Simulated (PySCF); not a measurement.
A search over the determinants of AlF⁺

Unrestricted PBE0; basis Al def2-TZVPPD, F def2-TZVPPD; no relativity; PySCF 2.14. Outer shells of the fragments: Al+ 3s2; F 2s2 2p5.

Followed along the bond (rough minima from three points):

```
2Ms+1   unpaired  ⟨S²⟩ at the start  R at minimum (Å)  Te (eV)
    2        σ ↑               0.76              1.61     0.00
    4  σ ↑, π ↑↑               3.75  none in the scan   ≤ 7.19
```

Solutions found at the starting distance of 1.910 Å, counted from the lowest of them; the search is not exhaustive and high or unbound solutions are not listed, so other states can lie among these:

```tsv
2Ms+1	unpaired	term	E (eV)	⟨S²⟩	⟨Lz²⟩	μ (D)
2	σ ↑	²Σ⁺	0.00	0.76	0.00	-6.61
2	π ↑	²Π	2.92	0.75	1.00	-1.02
2	π ↑	²Π	4.93	0.84	1.00	-6.58
4	σ ↑, π ↑↑	mixed	6.36	3.75	2.01	-1.55
4	σ ↑, π ↑↑	mixed	6.48	3.75	2.01	-1.46
4	σ ↑↑, π ↑	⁴Π	7.62	3.75	1.00	-1.72
4	σ ↑↑, π ↑	⁴Π	8.23	3.75	1.01	-0.92
4	σ ↑↑↑	⁴Σ⁺	9.37	3.75	0.00	-0.99
```

A term symbol is given only where ⟨S²⟩ and ⟨Lz²⟩ are close to those of a pure state; real π, δ and φ orbitals otherwise mix terms. A positive dipole points towards F; it is taken about the centre of mass and depends on that origin.

Counting both spins, an empty level lies below a filled one in some of these solutions, because spin and occupation are held.
